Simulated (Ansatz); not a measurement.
Reaction: C2H2O2 (SMILES O=CC=O) → 2 CHO (SMILES [CH]=O, doublet) (the C-C bond breaks)
Each species at its own B3LYP-D3(BJ)/def2-TZVP minimum (Ansatz, a first-principles code), one conformer.

Property: bond dissociation energy (electronic), in kJ/mol. Open shells are spin-unrestricted; no spin-orbit coupling. CBS(X,Y): correlation extrapolated as X^-3, Hartree-Fock from the larger set (Q,5: extrapolated as (X+1)exp(-9√X)). A bracket is a step between two methods taken in the basis named. The functionals are non-relativistic, so their misses hold any scalar relativity. 'core' is core correlation in cc-pwCVTZ, 'X2C' scalar relativity in cc-pVTZ-DK, both at CCSD(T). The restricted determinant of C2H2O2 (O=CC=O, singlet) is unstable towards broken spin symmetry in at least one set run.

CCSD(T)/CBS(cc-pVQZ,cc-pV5Z) + [CCSDT(Q) - CCSD(T)]/cc-pVDZ + core + X2C (Ansatz) gives 319.0 kJ/mol.

What does PBE/def2-TZVPD (Ansatz) give here, and how do the other levels compare?

PBE gives 305.2 kJ/mol, 13.8 kJ/mol below it. Differences of the others: B3LYP/def2-TZVPD (Ansatz) -26.2; PBE0/def2-TZVPD (Ansatz) -8.5; wB97M-V/def2-TZVPD (Ansatz) -2.7; CCSD(T)/CBS(cc-pVQZ,cc-pV5Z) + core + X2C (Ansatz) 1.4 kJ/mol.
